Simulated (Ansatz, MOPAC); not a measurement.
Species: C₃H₅ (charge 0, doublet). SMILES: [CH]1CC1

Atoms: C1, C2, C3, H4, H5, H6, H7, H8. Bonds: C1-C2, C1-C3, C1-H4, C2-C3, C2-H5, C2-H6, C3-H7, C3-H8.

Bond lengths (Å) and angles (degrees) optimised at PM3 with MOPAC; PM7 with MOPAC; HF/6-31G* with Ansatz (a quantum-chemistry and plane-wave program); PBE/6-31G* with Ansatz, each started from the B3LYP-D3(BJ)/def2-TZVP structure (Ansatz) of the last column. A row stands for all coordinates that are equal there; 7 of 11 kinds are shown. 6-31G* holds six Cartesian d functions. No wavenumbers were computed at PBE/6-31G*, so these may be saddle points.

```json
[
 {"coordinate": "C1-C2", "PM3": "1.452", "PM7": "1.453", "HF/6-31G*": "1.470", "PBE/6-31G*": "1.472", "B3LYP-D3(BJ)/def2-TZVP": "1.462"},
 {"coordinate": "C1-H4", "PM3": "1.070", "PM7": "1.032", "HF/6-31G*": "1.072", "PBE/6-31G*": "1.091", "B3LYP-D3(BJ)/def2-TZVP": "1.078"},
 {"coordinate": "C2-C3", "PM3": "1.515", "PM7": "1.534", "HF/6-31G*": "1.517", "PBE/6-31G*": "1.541", "B3LYP-D3(BJ)/def2-TZVP": "1.532"},
 {"coordinate": "C2-H5", "PM3": "1.097", "PM7": "1.089", "HF/6-31G*": "1.078", "PBE/6-31G*": "1.099", "B3LYP-D3(BJ)/def2-TZVP": "1.086"},
 {"coordinate": "C2-C1-C3", "PM3": "62.9", "PM7": "63.7", "HF/6-31G*": "62.1", "PBE/6-31G*": "63.1", "B3LYP-D3(BJ)/def2-TZVP": "63.2"},
 {"coordinate": "C1-C2-C3", "PM3": "58.5", "PM7": "58.1", "HF/6-31G*": "58.9", "PBE/6-31G*": "58.5", "B3LYP-D3(BJ)/def2-TZVP": "58.4"},
 {"coordinate": "C2-C1-H4", "PM3": "148.5", "PM7": "148.1", "HF/6-31G*": "130.1", "PBE/6-31G*": "131.9", "B3LYP-D3(BJ)/def2-TZVP": "132.4"}
]
```

Mean signed difference of all 8 bond lengths from B3LYP-D3(BJ)/def2-TZVP: PM3 0.000 Å, PM7 -0.006 Å, HF/6-31G* -0.005 Å, PBE/6-31G* 0.012 Å.
